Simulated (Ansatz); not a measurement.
## [Br···H···N], quartet along the distance Br1-H2

Starting geometry:

```tsv
atom	x (Å)	y (Å)	z (Å)
Br	0.0000	0.0000	-1.5282
H	0.0000	0.0000	-0.1076
N	0.0000	0.0000	1.6358
```

From there H2 is moved from one fragment to the other while all else, the fragments' distance too, stays fixed, so the hump isn't the reaction's barrier; atoms are numbered as listed. Energies are in kcal/mol, counted from the starting geometry at the same level. Kohn–Sham curves are unrestricted where that lies lower.

Basis cc-pVDZ; Ansatz 0.2.0. Correlated methods freeze the noble-gas cores and the filled d shells of p-block atoms. R marks a restricted (for open shells ROHF) determinant. No spin–orbit coupling is included, and no scalar relativity.

In so small a basis the reference is far from its limit while semilocal and hybrid functionals are nearer theirs (RPA and double hybrids share much of the reference's basis error), so the functionals' errors here hold much of the reference's basis and frozen-core error, which can add to them or hide them.

Full CI isn't at hand for all of this; RCCSDTQ serves as the reference, and is uncertain by about the last step of the cluster series.

```
distance Br1-H2 (Å)  RCCSDTQ   PBE  r2SCAN  PBE0  B3LYP  wB97M-V  B2PLYP  RPA-PBE
              1.421      0.0   0.0     0.0   0.0    0.0      0.0     0.0      0.0
              1.521      2.7  -0.4     0.7   1.2    0.7      1.9     1.8      2.5
              1.722     13.7   2.9     6.3   7.9    6.2     10.6    10.3     10.9
              1.923     16.3   1.9     6.6   7.9    5.4     11.0    10.7      9.5
              2.124     13.5   2.5     6.7   6.2    3.8      7.7     7.8      6.0
```
